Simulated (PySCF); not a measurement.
How well do the runs reproduce experiment for C4H5N?

**Measured values to compare with.**

From NIST CCCBDB Release 22 (SRD 101), experimental dipoles, for the gas: dipole moment (dielectric constant against temperature) 1.84 D.

The results are set against them at the end.

Compound: C4H5N.
Atom-mapped SMILES: `[cH:1]1[cH:2][cH:3][nH:4][cH:5]1` (hydrogens: H6 on C1; H7 on C2; H8 on C3; H9 on N4; H10 on C5)

Structure used (PBE0-D3(BJ)/def2-SVP), in Å, numbered top down from 1:
```xyz
10
C4H5N angstrom
C      0.4250    1.1119   -0.0727
C     -0.9344    0.6992   -0.1245
C     -0.9464   -0.6780   -0.0547
N      0.3493   -1.1012    0.0362
C      1.1946   -0.0280    0.0271
H      0.8006    2.1329   -0.1045
H     -1.8103    1.3402   -0.2042
H     -1.7736   -1.3844   -0.0630
H      0.6398   -2.0660    0.1016
H      2.2729   -0.1559    0.0921
```

The PySCF runs (gas phase, on this PBE0-D3(BJ)/def2-SVP geometry; no spin–orbit coupling):

```csv
level,job,basis functions,wall time
"PBE0-D3(BJ)/def2-SVP, grid level 1",geometry optimisation from a GFN2-xTB start,95,9.8 s
```

Hardware: an Intel Xeon 6975P-C with one thread, shared host.

**Comparison with experiment**

**Dipole moment.** Measured: 1.84 D (NIST CCCBDB Release 22 (SRD 101), experimental dipoles).

```json
{"level": "PBE0-D3(BJ)/def2-SVP", "computed (D)": "2.05", "computed − measured (D)": "+0.21", "% (from the printed values)": "+11"}
```

The computed dipoles belong to one fixed geometry; measured ones are averaged over vibrations unless marked μe. Magnitudes are compared, not signs.

No measured geometry was used, and the causes of the misses weren't examined.
